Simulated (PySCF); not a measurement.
**Question.** Write a Z-matrix for `C=CP(C)C` as optimised with PBE0-D3(BJ)/def2-SVP.

**Answer.** 
Z-matrix in Å and degrees, rows numbered from 1:
```
C 
C   1  1.3372
P   2  1.8191  1  127.65
C   3  1.8444  2  101.73  1    19.34
C   3  1.8526  2   99.28  1   122.02
H   1  1.0942  2  121.24  3   175.10
H   1  1.0943  2  122.41  3    -4.41
H   2  1.0986  1  118.50  3  -174.65
H   4  1.1001  3  109.87  2   -73.60
H   4  1.1004  3  108.56  2   169.21
H   4  1.1019  3  112.60  2    48.30
H   5  1.1012  3  112.57  2   -54.90
H   5  1.1005  3  109.26  2    66.21
H   5  1.1006  3  109.12  2  -176.43
```

Of the pairs four or more bonds apart, C4···H7 is among the closest relative to their van der Waals radii: 2.72 Å, 94 % of the sum of Bondi's values. The 3 C–P bonds span 1.819 Å (C2–P3, drawn single) to 1.853 Å (P3–C5, drawn single), a spread of 0.034 Å. P3 (phosphine phosphorus) is pyramidal (angles 101.7°, 100.3° and 99.3°, sum 301.3°, 0.85 Å off the plane of its three neighbours).

Level of theory: PBE0-D3(BJ)/def2-SVP geometry optimisation, gas phase (PySCF).

Point group: C1 (no symmetry element, even within 0.4 Å). Stationary, but not proved a minimum. The numbers are those of one conformer (C1–C2–P3–C4 19°).
